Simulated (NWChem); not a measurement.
All runs are NWChem calculations. System: fluorine (F2), charge 0, spin multiplicity 1, at a geometry optimised with PBE0/def2-SVP. Level: G0W0@PBE/def2-TZVPD, RI basis def2-tzvpd-rifit.

Output (cleaned and shortened):

```
             Northwest Computational Chemistry Package (NWChem) 7.3.0
             --------------------------------------------------------

                                NWChem Input Module
                                -------------------

 Scaling coordinates for geometry "geometry" by  1.889725989
 (inverse scale =  0.529177249)

 Turning off AUTOSYM since
 SYMMETRY directive was detected!

                             Geometry "geometry" -> ""
                             -------------------------

 Output coordinates in angstroms (scale by  1.889725989 to convert to a.u.)

  No.       Tag          Charge          X              Y              Z
 ---- ---------------- ---------- -------------- -------------- --------------
    1 F                    9.0000     0.00000000     0.00000000     0.68822600
    2 F                    9.0000     0.00000000     0.00000000    -0.68822600

 Effective nuclear repulsion energy (a.u.)      31.1404663359

            Nuclear Dipole moment (a.u.)
            ----------------------------
        X                 Y               Z
 ---------------- ---------------- ----------------
     0.0000000000     0.0000000000     0.0000000000

      Symmetry information
      --------------------

 Group name             D2h
 Group number             26
 Group order               8
 No. of unique centers     1

      Symmetry unique atoms

     1


 Summary of "ao basis" -> "" (spherical)
 ------------------------------------------------------------------------------
       Tag                 Description            Shells   Functions and Types
 ---------------- ------------------------------  ------  ---------------------
 *                         def2-tzvpd                 on all atoms

 new library libraries.bse/

 Summary of "ri basis" -> "" (spherical)
 ------------------------------------------------------------------------------
       Tag                 Description            Shells   Functions and Types
 ---------------- ------------------------------  ------  ---------------------
 *                      def2-tzvpd-rifit              on all atoms

  pbe96 is a nonlocal functional; adding pw91lda local functional.

                                 NWChem DFT Module
                                 -----------------

 Summary of "ao basis" -> "ao basis" (spherical)
 ------------------------------------------------------------------------------
       Tag                 Description            Shells   Functions and Types
 ---------------- ------------------------------  ------  ---------------------
 F                         def2-tzvpd               14       40   6s4p3d1f

 Summary of "ao basis" -> "ao basis" (spherical)
 ------------------------------------------------------------------------------
       Tag                 Description            Shells   Functions and Types
 ---------------- ------------------------------  ------  ---------------------
 F                         def2-tzvpd               14       40   6s4p3d1f

      Symmetry analysis of basis
      --------------------------

        ag         18
        au          4
        b1g         4
        b1u        18
        b2g         9
        b2u         9
        b3g         9
        b3u         9

            General Information
            -------------------
          SCF calculation type: DFT
          Wavefunction type:  closed shell.
          No. of atoms     :     2
          No. of electrons :    18
           Alpha electrons :     9
            Beta electrons :     9
          Charge           :     0
          Spin multiplicity:     1
          Use of symmetry is: on ; symmetry adaption is: on
          Maximum number of iterations: 100
          This is a Direct SCF calculation.
          AO basis - number of functions:    80
                     number of shells:    28
          Convergence on energy requested:  1.00D-06
          Convergence on density requested:  1.00D-05
          Convergence on gradient requested:  5.00D-04

              XC Information
              --------------
          PerdewBurkeErnzerhof Exchange Functional  1.000
            Perdew 1991 LDA Correlation Functional  1.000 local
[...]
                     b3u               1.0          1.0

                       DFT Final Molecular Orbital Analysis
                       ------------------------------------

 Vector    7  Occ=2.000000D+00  E=-4.789729D-01  Symmetry=b2u
              MO Center= -2.0D-32,  2.0D-17,  1.1D-16, r^2= 8.9D-01
   Bfn.  Coefficient  Atom+Function         Bfn.  Coefficient  Atom+Function
  ----- ------------  ---------------      ----- ------------  ---------------
     8      0.351135  1 F  py                48      0.351135  2 F  py
    11      0.283612  1 F  py                51      0.283612  2 F  py
    14      0.158333  1 F  py                54      0.158333  2 F  py

 Vector    8  Occ=2.000000D+00  E=-3.416119D-01  Symmetry=b2g
              MO Center= -5.8D-19, -8.6D-32, -1.2D-16, r^2= 9.4D-01
   Bfn.  Coefficient  Atom+Function         Bfn.  Coefficient  Atom+Function
  ----- ------------  ---------------      ----- ------------  ---------------
     7      0.393001  1 F  px                47     -0.393001  2 F  px
    10      0.311439  1 F  px                50     -0.311439  2 F  px
    13      0.210900  1 F  px                53     -0.210900  2 F  px
    16      0.032510  1 F  px                56     -0.032510  2 F  px

 Vector    9  Occ=2.000000D+00  E=-3.416119D-01  Symmetry=b3g
              MO Center= -7.2D-32,  4.2D-19, -9.2D-18, r^2= 9.4D-01
   Bfn.  Coefficient  Atom+Function         Bfn.  Coefficient  Atom+Function
  ----- ------------  ---------------      ----- ------------  ---------------
     8      0.393001  1 F  py                48     -0.393001  2 F  py
    11      0.311439  1 F  py                51     -0.311439  2 F  py
    14      0.210900  1 F  py                54     -0.210900  2 F  py
    17      0.032510  1 F  py                57     -0.032510  2 F  py

 Vector   10  Occ=0.000000D+00  E=-1.906871D-01  Symmetry=b1u
              MO Center= -7.0D-17, -7.3D-17, -1.0D-15, r^2= 1.0D+00
   Bfn.  Coefficient  Atom+Function         Bfn.  Coefficient  Atom+Function
  ----- ------------  ---------------      ----- ------------  ---------------
     9      0.419273  1 F  pz                49      0.419273  2 F  pz
    12      0.341285  1 F  pz                52      0.341285  2 F  pz
    15      0.293485  1 F  pz                55      0.293485  2 F  pz
     5     -0.183583  1 F  s                 45      0.183583  2 F  s
     4     -0.148981  1 F  s                 44      0.148981  2 F  s

 Vector   11  Occ=0.000000D+00  E= 5.658141D-02  Symmetry=ag
              MO Center= -1.8D-13,  6.3D-14, -1.3D-12, r^2= 5.5D+00
   Bfn.  Coefficient  Atom+Function         Bfn.  Coefficient  Atom+Function
  ----- ------------  ---------------      ----- ------------  ---------------
     6      1.078956  1 F  s                 46      1.078956  2 F  s
     5     -0.729110  1 F  s                 45     -0.729110  2 F  s
    18      0.406384  1 F  pz                58     -0.406384  2 F  pz
     3     -0.129962  1 F  s                 43     -0.129962  2 F  s
    15     -0.075047  1 F  pz                55      0.075047  2 F  pz

 Vector   12  Occ=0.000000D+00  E= 6.086454D-02  Symmetry=b1u
              MO Center=  8.4D-17,  1.1D-15,  1.4D-12, r^2= 1.0D+01
   Bfn.  Coefficient  Atom+Function         Bfn.  Coefficient  Atom+Function
  ----- ------------  ---------------      ----- ------------  ---------------
     6      2.531350  1 F  s                 46     -2.531350  2 F  s
    18     -1.331005  1 F  pz                58     -1.331005  2 F  pz
    15     -0.502398  1 F  pz                55     -0.502398  2 F  pz
     5      0.324165  1 F  s                 45     -0.324165  2 F  s
    31      0.204589  1 F  d  0              71     -0.204589  2 F  d  0

 center of mass
 --------------
 x =   0.00000000 y =   0.00000000 z =   0.00000000

 moments of inertia (a.u.)
 ------------------
          64.269784759100           0.000000000000           0.000000000000
           0.000000000000          64.269784759100           0.000000000000
           0.000000000000           0.000000000000           0.000000000000

     Multipole analysis of the density
     ---------------------------------

     L   x y z        total         alpha         beta         nuclear
     -   - - -        -----         -----         ----         -------
     0   0 0 0     -0.000000     -9.000000     -9.000000     18.000000

     1   1 0 0     -0.000000     -0.000000     -0.000000      0.000000
     1   0 1 0      0.000000      0.000000      0.000000      0.000000
     1   0 0 1      0.000000      0.000000      0.000000      0.000000

     2   2 0 0     -7.297065     -3.648533     -3.648533      0.000000
     2   1 1 0     -0.000000     -0.000000     -0.000000      0.000000
     2   1 0 1      0.000000      0.000000      0.000000      0.000000
     2   0 2 0     -7.297065     -3.648533     -3.648533      0.000000
     2   0 1 1      0.000000      0.000000      0.000000      0.000000
     2   0 0 2     -6.682918    -18.564532    -18.564532     30.446146

 Task  times  cpu:        5.9s     wall:        5.9s

                                NWChem Input Module
                                -------------------

                                 NWChem GW Module
                                 ----------------

                             ***********************
                             ***        GW       ***
                             ***********************

 Summary of "ri basis" -> "ri basis" (spherical)
 ------------------------------------------------------------------------------
       Tag                 Description            Shells   Functions and Types
 ---------------- ------------------------------  ------  ---------------------
 F                      def2-tzvpd-rifit            26       92   9s7p5d4f1g

                 Memory Information
                 ------------------
          Available GA per process is          1700.0 MBs
          Available stack per process is        700.0 MBs
          Available heap per process is           0.0 MBs

          Peak memory in Initialization
              Peak GA per process is                  1.6 MBs
              Peak stack per process is               0.1 MBs
              Peak heap per process is                1.7 MBs
              Memory not in MA per process            0.0 MBs

          Peak memory in AFF Calculation
              Peak GA per process is                  5.2 MBs
              Peak stack per process is               3.1 MBs
              Peak heap per process is                0.0 MBs
              Memory not in MA per process            3.1 MBs

          Computing 2-center integrals
          Computing Inverse Cholesky factor
          Computing 3-center integrals
          Computing V_xc ...

          Computing Sigma_x
          Computing RPA polarizability
          Solving quasiparticle equations

                  Alpha Orbitals
          State     Energy (eV)     Error (eV)
          -----------------------------------
@GW         6        -17.857           0.003
@GW         7        -17.857           0.003
@GW         8        -14.556           0.003
@GW         9        -14.556           0.003
@GW        10          0.022           0.003
@GW        11          3.878           0.005

   Applying  -5.2600 eV scissor-shift to rest of particle states

   Applying   5.2113 eV scissor-shift to rest of hole states

     GW Timing Statistics
   ------------------------
   Init.   :          0.1s
     ERIs  :          0.7s
     Distr.:          0.0s
     Vxc   :          0.1s
   Sigma_x :          0.0s
   RPA     :          0.2s
   Wmn     :          0.0s
   Sigma_c :          0.0s
   GW total:          1.1s

 Task  times  cpu:        1.1s     wall:        1.1s

 Total times  cpu:        7.1s     wall:        7.1s
```

### Question
Write an NWChem input that would produce this output.

### Answer
One answer among several that fit: 
```
start mol
memory heap 200 mb stack 700 mb global 1700 mb
geometry units angstroms nocenter noautoz
  F      0.000000     0.000000     0.688226
  F      0.000000     0.000000    -0.688226
  symmetry group D2h
end
basis spherical
  * library def2-tzvpd
end
basis "ri basis" bse spherical
  * library def2-tzvpd-rifit
end
dft
  xc xpbe96 cpbe96
  iterations 100
  direct
  tolerances tight
end
task dft energy
gw
  states alpha occ 4 vir 2
end
task dft gw
```
